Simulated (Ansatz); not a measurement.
Chalcopyrite ZnGeP₂, treated with revPBE in Ansatz (PAW).

Run with plane-wave cutoff 520 eV, 10×10×10 k mesh, Fermi–Dirac smearing 0.01 eV, scalar-relativistic PAW data made under PBE.

Properties against volume (c/a stays at 1.970):

Shape and atoms are relaxed at each volume.

| V (Å³/atom) | P (GPa) | direct gap at Γ (eV) |
|---|---|---|
| 20.087 | 3.13 | 1.396 |
| 20.506 | 1.48 | 1.254 |
| 20.924 | 0.01 | 1.118 |
| 21.343 | -1.31 | 0.987 |
| 21.761 | -2.49 | 0.860 |

A straight line through the gaps at Γ against ln V gives a volume deformation potential dE_g(Γ)/d ln V of -6.7 eV: the gap at Γ widens under compression.

Measured, for comparison: band gap 2.05 eV (temperature not stated, no zero-point or thermal correction, pseudodirect, our sources range from 1.80 to 2.20; as tabulated in Rashkeev et al. (1999), arXiv:cond-mat/9809378).

Note: the bulk modulus comes from volumes at which shape and atoms were relaxed.

Spin–orbit coupling is not included.

Ansatz is a first-principles code.
